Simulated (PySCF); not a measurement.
Species: C5H10O.
Structure used (PBE0-D3(BJ)/def2-SVP), in Å, numbered top down from 1:
```
atom  x, y, z in Å
C1    -1.8723   -1.0724   -0.8120
C2    -1.0685   -0.3055   -0.0688
C3    -1.4104    0.1536    1.3137
C4     0.2487    0.1774   -0.6044
O5     1.2601   -0.0584    0.3340
C6     2.5028    0.4262   -0.0615
H7    -1.5787   -1.4034   -1.8124
H8    -2.8527   -1.3920   -0.4477
H9    -1.4341    1.2556    1.3663
H10   -0.6334   -0.1761    2.0202
H11   -2.3846   -0.2333    1.6424
H12    0.1768    1.2694   -0.8128
H13    0.4766   -0.3173   -1.5700
H14    3.2228    0.2095    0.7400
H15    2.8610   -0.0550   -0.9938
H16    2.4861    1.5217   -0.2330
```

Method used: PBE0-D3(BJ)/def2-SVP geometry optimisation, gas phase (PySCF 2.14.0).

Masses are those of the commonest isotopes; rigid-rotor values at the optimised geometry. The values belong to one conformer with, in the numbering `[CH2:1]=[C:2]([CH3:3])[CH2:4][O:5][CH3:6]`, C1–C2–C4–O5 -132°, C2–C4–O5–C6 -177°.

(1) Give the principal moments of inertia and the rotational constants in MHz.

(2) Classify the top.

(3) What does the inertial defect say?

(4) Give the other two planar moments, Paa and Pbb, and the rms extents of the mass along the axes.

(5) Which lines would a microwave search look for?

(6) Estimate the classical rotational partition function at 10 K, 25 K and 500 K.

Results:

(1) Ia = 67.97, Ib = 246.00, Ic = 293.42 u·Å²; 505379 MHz·u·Å²/I gives A = 7435, B = 2054, C = 1722 MHz.

(2) An asymmetric top. Ray's parameter κ = (2B − A − C)/(A − C) = -0.884; −1 is the prolate and +1 the oblate limit.

(3) Not planar: Δ = Ic − Ia − Ib = -20.55 u·Å². For a rigid frame Δ = −2 Σ m c², so Σ m c² = 10.28 u·Å² lies off the ab plane: 5.72 from hydrogen and 4.55 from heavier atoms. The atom farthest from that plane is 1.50 Å away.

(4) Paa = Σ m a² = (Ib + Ic − Ia)/2 = 235.72 and Pbb = Σ m b² = (Ia + Ic − Ib)/2 = 57.70 u·Å². With the mass M = 86.07 u, the rms extents √(P/M) along a, b and c are 1.65, 0.82, 0.35 Å.

(5) The dipole components are |μa| = 0.70 D, |μb| = 0.37 D, |μc| = 0.86 D. Intensities carry the squares of the components, which stand as 0.67 : 0.18 : 1.00 (a : b : c). Some lines, for components of 0.1 D or more:

| type | branch | J(Ka,Kc) | MHz | lower level (cm⁻¹) |
| --- | --- | --- | --- | --- |
| a | Q | 1(1,0) ← 1(1,1) | 332 | 0.305 |
| a | Q | 2(1,1) ← 2(1,2) | 996 | 0.546 |
| a | Q | 3(1,2) ← 3(1,3) | 1992 | 0.907 |
| a | R | 1(0,1) ← 0(0,0) | 3777 | 0.000 |
| c | Q | 2(1,2) ← 2(0,2) | 5063 | 0.377 |
| b | Q | 2(1,1) ← 2(0,2) | 6060 | 0.377 |
| b | Q | 3(1,2) ← 3(0,3) | 6607 | 0.753 |
| b | R | 1(1,1) ← 0(0,0) | 9157 | 0.000 |
| c | R | 1(1,0) ← 0(0,0) | 9489 | 0.000 |
| a | R | 3(1,3) ← 2(1,2) | 10823 | 0.546 |
| a | R | 3(0,3) ← 2(0,2) | 11271 | 0.377 |
| a | R | 3(1,2) ← 2(1,1) | 11819 | 0.580 |
| b | R | 2(1,2) ← 1(0,1) | 12602 | 0.126 |
| c | R | 2(1,1) ← 1(0,1) | 13598 | 0.126 |
| c | Q | 3(2,2) ← 3(1,2) | 15653 | 0.974 |
| b | R | 3(1,3) ← 2(0,2) | 15887 | 0.377 |
| b | Q | 2(2,0) ← 2(1,1) | 16157 | 0.580 |
| b | Q | 3(2,2) ← 3(1,3) | 17645 | 0.907 |
| b | R | 2(2,1) ← 1(1,0) | 24027 | 0.317 |
| c | R | 2(2,0) ← 1(1,0) | 24042 | 0.317 |
| b | R | 2(2,0) ← 1(1,1) | 24374 | 0.305 |
| c | Q | 3(3,1) ← 3(2,1) | 27668 | 1.498 |
| b | Q | 3(3,0) ← 3(2,1) | 27668 | 1.498 |
| c | R | 3(3,1) ← 2(2,1) | 39073 | 1.118 |

(6) Point group C1, symmetry number σ = 1; q = (√π/σ)·√((kT/h)³/(ABC)), k/h = 20836.6 MHz/K: 1040 at 10 K, 4110 at 25 K, 367000 at 500 K.

PBE0-D3(BJ)/def2-SVP frequencies: not computed here. No vibrational averaging or centrifugal distortion is included, and the geometry carries the error of its method. A rigid rotor knows nothing of internal rotation, which can split or shift real lines.
